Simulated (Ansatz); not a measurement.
Geometry optimisation, RKS PBE-D4/cc-pVDZ (Ansatz).

Input:

```yaml
crystal:
  periodic: [false, false, false]
  atoms:
    - { symbol: Al, position_ang: [-0.059693, -0.238844, 0.014657] }
    - { symbol: O, position_ang: [-0.021114, -0.301359, 1.792728] }
    - { symbol: H, position_ang: [-0.871926, -0.401945, 2.258544] }
    - { symbol: H, position_ang: [1.382768, -0.270148, -0.653544] }
    - { symbol: H, position_ang: [-1.477417, -0.285812, -0.724084] }
    - { symbol: F, position_ang: [0.085477, 2.468568, 0.978203] }
    - { symbol: H, position_ang: [0.200904, 1.888039, 1.704296] }
basis:
  gaussian: { orbitals: cc-pVDZ }
hamiltonian:
  xc: pbe
  dispersion: d4
relax:
  f_tol: 0.03
  max_steps: 50
```

Run as:

```bash
$ ansatz run input.yaml --threads 1 --pin off --max-ram 2048MiB --backend cpu --events-out ev --progress --plain --runs-dir out
```

Where does it end, and by what steps?

The run converged. After 15 steps the energy has fallen by 1.210 eV; H7 moved furthest, 1.01 Å. Parted: F6–H7 (0.94 → 2.11 Å). Joined: Al1–F6 (2.88 → 1.74 Å), O2–H7 (2.20 → 0.99 Å).

| step | energy less start (eV) | largest force component (eV/Å) | accepted |
| --- | --- | --- | --- |
| 0 | 0.0000 | 0.622 | yes |
| 1 | -0.1949 | 0.695 | yes |
| 2 | -0.4107 | 0.826 | yes |
| 3 | -0.5307 | 1.093 | yes |
| 4 | -0.6198 | 0.647 | yes |
| 5 | -0.6990 | 2.120 | yes |
| 6 | -0.3860 | 8.784 | no |
| 7 | -0.9167 | 1.126 | yes |
| 8 | -1.0723 | 0.774 | yes |
| 9 | -1.1396 | 0.419 | yes |
| 10 | -1.0548 | 2.664 | no |
| 11 | -1.1848 | 0.342 | yes |
| 12 | -1.2027 | 0.309 | yes |
| 13 | -1.2078 | 0.158 | yes |
| 14 | -1.2090 | 0.145 | yes |
| 15 | -1.2099 | 0.020 | yes |

```xyz
7
Properties=species:S:1:pos:R:3
Al 0.034 0.388 -0.115
O -0.004 0.042 1.928
H -0.877 -0.279 2.237
H 1.423 -0.222 -0.622
H -1.421 -0.152 -0.539
F 0.078 2.074 0.332
H 0.006 1.007 2.149
```

The run took 22 s on 1 thread of Arm Neoverse V2 (shared host), peak memory 0.13 GiB.
